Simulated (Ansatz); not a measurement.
Species: C$_{6}$H$_{6}$, charge 1, multiplicity 2. SMILES of the parent species: c1ccccc1

Atoms: C1, C2, C3, C4, C5, C6, H7, H8, H9, H10, H11, H12. Bonds: C1-C2, C1-C6, C1-H7, C2-C3, C2-H8, C3-C4, C3-H9, C4-C5, C4-H10, C5-C6, C5-H11, C6-H12.

Bond lengths (Å) and angles (degrees) optimised at HF/STO-3G with Ansatz (an electronic-structure program); HF/3-21G with Ansatz; HF/6-31G* with Ansatz; PBE/6-31G* with Ansatz; B3LYP/LANL2DZ with Ansatz; B3LYP/6-31G* with Ansatz, each started from the B3LYP-D3(BJ)/def2-TZVP structure (Ansatz) of the last column. A row stands for all coordinates that are equal there; 7 of 9 kinds are shown. 6-31G* holds six Cartesian d functions. At HF/3-21G the structure is a saddle point. At HF/6-31G* the structure is a saddle point. No wavenumbers were computed at HF/STO-3G, PBE/6-31G*, B3LYP/LANL2DZ, so these may be saddle points.

```tsv
coordinate	HF/STO-3G	HF/3-21G	HF/6-31G*	PBE/6-31G*	B3LYP/LANL2DZ	B3LYP/6-31G*	B3LYP-D3(BJ)/def2-TZVP
C1-C2	1.393 to 1.466	1.427	1.426	1.437	1.445	1.432	1.425
C1-C6	1.393	1.353	1.355	1.381	1.385	1.372	1.364
C1-H7	1.084 to 1.092	1.070	1.073	1.094	1.085	1.085	1.081
C2-H8	1.092	1.072	1.075	1.096	1.088	1.087	1.083
C2-C1-C6	118.7 to 120.7	119.4	119.2	119.2	119.3	119.2	119.2
C1-C2-C3	120.7	121.2	121.5	121.6	121.4	121.6	121.6
C2-C1-H7	118.4 to 120.7	119.3	119.3	119.5	119.4	119.4	119.4
```

A range marks coordinates that this level makes unequal.

Mean signed difference of all 12 bond lengths from B3LYP-D3(BJ)/def2-TZVP: HF/STO-3G 0.010 Å, HF/3-21G -0.007 Å, HF/6-31G* -0.005 Å, PBE/6-31G* 0.013 Å, B3LYP/LANL2DZ 0.012 Å, B3LYP/6-31G* 0.006 Å.
